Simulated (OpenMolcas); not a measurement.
**Predicting a hybrid from its neighbours: C3H3N (E-propargylimine)**

C3H3N: 7 atoms, total charge 0, spin state singlet. SMILES: `[H]/N=C/C#C`. The coordinates come from a PBE0-D4/def2-TZVP relaxation.

The HOMO–LUMO gap y, in eV, basis def2-SVPD; a is the functional's share of exact exchange. Programs: OpenMolcas 26.06.

| functional | program | a | y (eV) |
| --- | --- | --- | --- |
| revPBE | OpenMolcas | 0 | 4.05 |
| PBE | OpenMolcas | 0 | 3.99 |
| B3LYP | OpenMolcas | 0.2 | ? |
| PBE0 | OpenMolcas | 0.25 | 6.60 |
| BHLYP | OpenMolcas | 0.5 | 8.74 |

**Question.** Fit y = c + s·a to the known rows and predict B3LYP.

**Answer.** 
1. Means of the 4 rows: a = 0.1875, y = 5.845.
2. Σ(Δa)² = 0.17188, Σ(Δa·Δy) = 1.6362, so the slope is 1.6362/0.17188 = 9.5194.
3. Intercept: 5.845 − (9.5194) × 0.1875 = 4.060. The largest residual of the fit is 0.16.
4. B3LYP: 4.060 + (9.5194) × 0.2 = 5.96 eV.

The run gave 6.12 eV, so the prediction is off by -0.16 eV, about the scatter of the fit. Exact exchange lowers occupied levels and raises empty ones.
